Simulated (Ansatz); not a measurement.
We consider diamond-structure Ge, described by PBE0-D3(BJ) (plane waves, PAW; Ansatz, a quantum-chemistry and plane-wave program).

Run with plane-wave cutoff 460 eV, 8×8×8 k mesh, Fermi–Dirac smearing 0.01 eV, scalar-relativistic PAW data made under PBE.

A third-order Birch–Murnaghan fit to the energies gives V0 = 22.198 Å³/atom, B0 = 79.8 GPa, B′ = 4.8.

```json
[
 {"V (Å³/atom)": "21.088", "P (GPa)": "4.62"},
 {"V (Å³/atom)": "21.643", "P (GPa)": "2.14"},
 {"V (Å³/atom)": "22.038", "P (GPa)": "…"},
 {"V (Å³/atom)": "22.974", "P (GPa)": "-2.52"},
 {"V (Å³/atom)": "23.308", "P (GPa)": "…"}
]
```

Estimate the withheld pressures from this fit; the answers are the runs' own values.


- 22.038, P (GPa): 0.58
- 23.308, P (GPa): -3.46

The formula P = (3/2) B0 (x^(7/3) − x^(5/3)) [1 + (3/4)(B′ − 4)(x^(2/3) − 1)] with x = V0/V meets the computed pressures within 0.02 GPa when these rounded values are put in.

Measured, for comparison: bulk modulus 77.3 GPa (low-temperature value with the zero-point effect removed, our sources range from 77.3 to 79.4; as tabulated in Tanner et al. (2021), arXiv:2110.11888); equilibrium volume per atom 22.47 Å³/atom (static lattice: zero-point anharmonic expansion removed; as tabulated in Mejia-Rodriguez and Trickey (2018), arXiv:1807.09216). Computed (rounded) less measured: bulk modulus +3 % (+0.5 % to +3 % over the range), equilibrium volume per atom -1.2 %.

Static lattice: no zero-point or thermal effects.

It cost roughly 10 core-minutes of CPU time.
